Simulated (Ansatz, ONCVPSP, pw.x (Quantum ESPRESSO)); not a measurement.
From atom to crystal: ONCV potential for germanium (Ge)

ONCVPSP 4.0.1.1 (patched build) input, shortened (lines: element, Z, core and valence counts, functional; n l f; lmax; l rc ep ncon nbas qcut; lloc lpopt rc5 dvloc0; l nproj debl; icmod fcfact rcfact), PBEsol, scalar-relativistic:

```
  Ge 32.00    6    2  -116133      upf
    1    0    2.00
    2    0    2.00
    2    1    6.00
    3    0    2.00
    3    1    6.00
    3    2   10.00
    4    0    2.00
    4    1    1.00
    2
    0    1.65    0.00    3    7    4.90
    1    2.15    0.00    4    7    3.10
    2    2.00    0.24    4    7    5.60
    4    3    1.05    1.00
    0    1    0.60
    1    3    3.40
    2    2    2.50
    3    5.25    1.30
```

Crystal test: diamond Ge in pw.x 7.5, no spin, 8³ k-points, Fermi–Dirac smearing 0.01 Ry, cutoffs 65/260 Ry. The reference is all-electron LAPW (Ansatz 0.2.0) with the same functional, mesh and smearing; V0 and B0 come from Birch–Murnaghan fits to the pressures at five volumes. Errors are pseudo minus all-electron; Δ is the rms difference of the E(V) curves that follow from these fits, minima aligned, over ±6 % about the mean V0. Mesh and smearing are coarse, so the numbers serve the comparison and aren't converged zero-temperature values; the lattice is a test structure that the element need not adopt.

| V (Å³/atom) | P all-electron (GPa) | P pseudo (GPa) |
| --- | --- | --- |
| 21.728 | 3.83 | 2.76 |
| 22.300 | 1.79 | 0.74 |
| 22.872 | 0.03 | -1.01 |
| 23.444 | -1.49 | -2.52 |
| 24.016 | -2.83 | -3.83 |

All-electron: a0 = 5.678 Å (V0 = 22.88 Å³/atom), B0 = 65.5 GPa.

Pseudopotential: mean pressure error (GPa): -1.04; a0 (Å): 5.649; a0 error (%): -0.52; B0 error (%): +6.6; Δ (meV/atom): 5.2. This is a poor potential for the solid. Note: ghosts flagged at negative energy: s at -13.1 eV; GHOST(+) flagged for p at 333.7 eV. A true bound ghost makes a file unfit for plane-wave use. Atomic configuration tests: 2 of 4 tests not solved or not reliable.

Problem. At the middle volume, how do free energy and pressure move when the wave cutoff is lowered (ecutrho kept at four times it)?

Solution.

```csv
cutoff (Ry),shift of F (meV/atom),shift of P (GPa)
29,+33.9,+0.09
39,+23.4,+0.10
52,+8.6,-0.04
```

The run at the middle volume (29 k-points, 8 iterations) took about 8.3 s on one core of a shared host (Intel(R) Xeon(R) 6975P-C, 192 threads, 756 GiB, load 64).
